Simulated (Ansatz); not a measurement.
For rock-salt LiBr, LDA (Ansatz, a first-principles code, plane waves, PAW) gives:

- band gap at the measured cell = 4.64 eV
- elastic constant C11 = 62.0 GPa
- elastic constant C44 = 22.1 GPa
- polycrystal shear modulus = 21.9 GPa

Question: What does B3LYP (VWN-RPA form) in Ansatz (PAW) give for the same quantities?

Answer: 
- band gap at the measured cell: 6.60 eV (grows by 1.96 eV)
- elastic constant C11: 35.6 GPa (decreases by 43 %)
- elastic constant C44: 19.9 GPa (falls by 10.0 %)
- Voigt–Reuss–Hill shear modulus: 13.9 GPa (shrinks by 37 %)

For comparison: band gap 7.6 eV (measured, temperature not stated, not corrected to a static lattice; as tabulated in Abedi et al. (2022), arXiv:2211.14644); elastic constant C11 39.6 GPa (measured, temperature not stated, not corrected to a static lattice; as tabulated in Harker's crystal data pages); elastic constant C44 19.1 GPa (measured, temperature not stated, not corrected to a static lattice; as tabulated in Harker's crystal data pages).

Changes are worked out from the printed values.

Unless a cell is named, each level is at its own relaxed cell.

Spin–orbit coupling is included only where a level's name says +SOC; with heavier elements it mostly lowers gaps and can invert bands. Density-functional gaps are differences of (generalised) Kohn–Sham levels.

Ansatz's density-functional and Hartree–Fock values are scalar-relativistic unless marked +SOC, with PAW data made under PBE.
